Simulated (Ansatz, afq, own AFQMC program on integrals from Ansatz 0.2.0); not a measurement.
**C2H7, doublet in cc-pVDZ, levels against CCSDT(Q)**

```xyz
9

C    -1.2169    0.0000    0.0000
H    -1.5801    1.0273    0.0000
H    -1.5801   -0.5137    0.8897
H    -1.5801   -0.5137   -0.8897
H     0.0571    0.0000    0.0000
C     1.2861    0.0000    0.0000
H     1.2861   -1.0800    0.0000
H     1.2861    0.5400    0.9353
H     1.2861    0.5400   -0.9353
```

Basis cc-pVDZ. Noble-gas cores (and the filled d shells of Ga–Kr and In–Xe) are frozen. Integrals, coupled cluster, full CI and functionals: Ansatz 0.2.0; the random walks run on the same integrals in our own AFQMC program. ph-AFQMC/CISD is guided by a CISD state made of CCSD amplitudes; releasing the constraint for a short imaginary time cuts its bias at the price of noise, slowly where states lie close. Uncertainties: one standard error, sampling alone.

Determinant: UHF, the one that the program's search chose, which needn't be the lowest solution. The geometry is a point of a scan.

No full CI on the walks' own integrals is used here; CCSDT(Q) serves as the reference and is uncertain by about the last step of the cluster series.

The T1 diagnostic is 0.0110, the weight of the determinant in the CISD state is 0.870 and the ⟨S²⟩ of the determinant is 0.784. The size of the correlated space is 15 electrons in 61 orbitals.

```csv
level,correlation energy (eV)
MP2,-8.4408
CCSD,-9.6352
CCSD(T),-9.8752
```

**Question.** Estimate where phaseless AFQMC with a CISD trial lies against CCSD(T) on the same integrals.

**Answer.** 38.1 ± 5.1 meV below CCSD(T).

Reference: CCSDT(Q), correlation energy -9.912 eV. The released energy is read at 1.50 1/Eh (meV from the phaseless value at times in 1/Eh: 1 ± 5 at 0.24, 0 ± 3 at 0.51, 3 ± 4 at 0.99, -3 ± 5 at 1.50).

| level | E − E(reference) (meV) | share of correlation (%) |
| --- | --- | --- |
| CCSD(T) | 36.9 | 99.63 |
| CCSDT | 11.8 | 99.88 |
| ph-AFQMC/CISD | -1.2 ± 5.1 | 100.01 |
| released AFQMC | -4.0 ± 5.4 | 100.04 |

A walk keeps the symmetry of its determinant, which the program's search chose and which needn't be the lowest solution, so a lower state of the same spin and another symmetry isn't excluded. Released energies are given only where the last usable release times agree within the noise; a slower fall can still hide under it.
